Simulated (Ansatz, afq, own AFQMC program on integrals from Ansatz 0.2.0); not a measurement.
Integrals from Ansatz 0.2.0, then the random walk in our own AFQMC program (afq).

```yaml
crystal:
  periodic: [false, false, false]
  atoms:
    - {symbol: O, position_ang: [-1.070435, -0.027457, 0.000000]}
    - {symbol: H, position_ang: [-1.319745, 0.899119, 0.000000]}
    - {symbol: H, position_ang: [-0.110906, -0.027457, 0.000000]}
    - {symbol: O, position_ang: [1.160565, -0.027457, 0.000000]}
basis:
  gaussian: {orbitals: cc-pVTZ}
magnetization: {spin_polarized: true, initial_magnetization: 2}
correlation: {method: ccsd_t, electrons: outside_noble_gas, hamiltonian_folder: ham}
```

```sh
$ ansatz run in.yaml --threads 1 --pin off --events-out ev --progress --plain --max-ram 16896MiB --backend cuda --devices 0, --max-vram 18GiB
```

Options of the walk:

```
--method phaseless --trial cisd --walkers 1500 --populations 20 --least-time 60 --time-step 0.005 --steps-per-block 50 --equilibration-blocks 28 --max-blocks 4000 --target-error 0.00022 --factor-cut 1e-05 --start spin_pure --seed 255 --release-times 0.24,0.51,0.99,1.62,2.4 --release-step 0.03 --release-every 3 --taylor-order 6
```

Times are imaginary, in 1/Eh. The walk had a cap of 244 s. With eight or more populations the least sampling time is a fifth of least-time, and the error comes from their spread.

Log:

```
orbitals 86  electrons 8 6  factors 528 of 529
reference energy -150.82329266 Eh
CCSD correlation -0.44128018 Eh in 19 cycles, weight of the determinant in the CISD state 0.8923
energy of the start -151.263897 Eh
 block  time / (1/Eh)  mean weight  energy / Eh
     1     0.250  0.9997  -151.263229
     2     0.500  0.9993  -151.270623
     3     0.750  0.9993  -151.273591
     4     1.000  1.0009  -151.275100
     5     1.250  1.0004  -151.273761
     8     2.000  1.0000  -151.277294
    13     3.250  1.0003  -151.277842
    25     6.250  1.0000  -151.278664
    37     9.250  0.9997  -151.280179
    49    12.250  0.9989  -151.278052
    61    15.250  1.0001  -151.276546
    73    18.250  1.0002  -151.281661
    85    21.250  0.9997  -151.278646
    97    24.250  1.0009  -151.277910
   109    27.250  0.9998  -151.274878
   121    30.250  0.9990  -151.274838
   133    33.250  1.0006  -151.276518
   145    36.250  1.0001  -151.278828
   157    39.250  0.9988  -151.276112
   169    42.250  0.9992  -151.279794
error from the spread of 20 populations
released: time / (1/Eh)  energy / Eh  error  mean overlap
  0.24  -151.278590  0.000214  0.9966
  0.51  -151.280152  0.001217  0.9883
  0.99  -151.279275  0.000257  0.9803
  1.62  -151.278949  0.000929  0.9736
  2.40  -151.277662  0.000890  0.9728
energy -151.277672 +/- 0.000292 Eh
(rows thinned)
```

The run passed its tests (sampling time, drift between the halves within three errors, error under three times the target), which doesn't prove that it has relaxed, ending at its cap on processor time.

Against this walk (error 7.9 meV) on the same determinant: CCSD(T) 3.9 meV higher (within the noise). The error is statistical and leaves out the bias of the constraint. None of these is a sure reference here. The released energies have errors that jump between times, so the bars are unsure (meV from the phaseless value at times in 1/Eh: -25 ± 6 at 0.24, -67 ± 33 at 0.51, -44 ± 7 at 0.99, -35 ± 25 at 1.62, 0 ± 24 at 2.40), so they give no level; they do show a bias of the constraint, and the last of them that isn't too noisy lies 48 meV below CCSD(T).

Cautions: constraint bias not in the error; error above the target (7.9 against 6.0 meV); lower spins were not checked.

The walk took 4.1 min on 1 × NVIDIA H100 80GB HBM3 with 2 threads of AMD EPYC 7R13 Processor (Zen 3), with other jobs on the host (the card was shared). The log's last line is the phaseless energy.

A walk keeps the symmetry of its determinant, which the program's search chose and which needn't be the lowest solution, so a lower state of the same spin and another symmetry isn't excluded.
